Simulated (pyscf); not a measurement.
Structures and frequencies: ωB97X-D3(BJ)/def2-SVP in PySCF.

Problem. For the elementary gas-phase step AsH₃ + silanol (HO–SiH₃) → H₃Si–O–AsH₂ + hydrogen (H₂) (singlet surface; As–H, H–O broken, As–O, H–H formed), what barrier and reaction energy does ωB97M-D3(BJ)/def2-TZVP give, measured from the separated reactants?

Solution. ΔE‡ = 59.8 kcal/mol, ΔE = +9.9 kcal/mol. Zero-point energy shifts the barrier by -1.6 kcal/mol. It is a four-centre exchange, with an imaginary mode of 1417i cm⁻¹. The same reactants have a lower exit, to HO–AsH₂ + SiH₄ (barrier +53.6 kcal/mol at ωB97M-D3(BJ)/def2-TZVP, against +59.8 kcal/mol here). H₃Si–O–AsH₂ lies 10.7 kcal/mol over its isomer HO–SiH₂–AsH₂ (electronic energy, ωB97M-D3(BJ)/def2-TZVP). This is the saddle that the search found; another between the same sides may lie lower. Elements up to Kr have no core potential and no relativistic terms here.
